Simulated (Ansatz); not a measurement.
For hcp Fe (model structure), LDA (PAW; Ansatz, an electronic-structure program) gives:

```
Property                          Value
------------------------------  -------
equilibrium lattice constant a  2.408 Å
lattice parameter c             3.807 Å
```

Question: What does r²SCAN in Ansatz (plane waves, PAW) give for the same quantities?

Answer: 
- lattice constant a: 2.434 Å (rises by 1.1 %)
- lattice parameter c: 3.848 Å (goes up by 1.1 %)

Changes are worked out from the printed values.

Unless a cell is named, each level is at its own relaxed cell (LDA 9.55, r²SCAN 9.87 Å³/atom).

The crystal itself was run without spin with LDA, r²SCAN.

Ansatz's density-functional and Hartree–Fock values are scalar-relativistic unless marked +SOC, with PAW data made under PBE.

A model structure was made by putting elements into a prototype or built by hand; it is no filed structure, need not be a known phase, and can be a saddle point held by its symmetry.
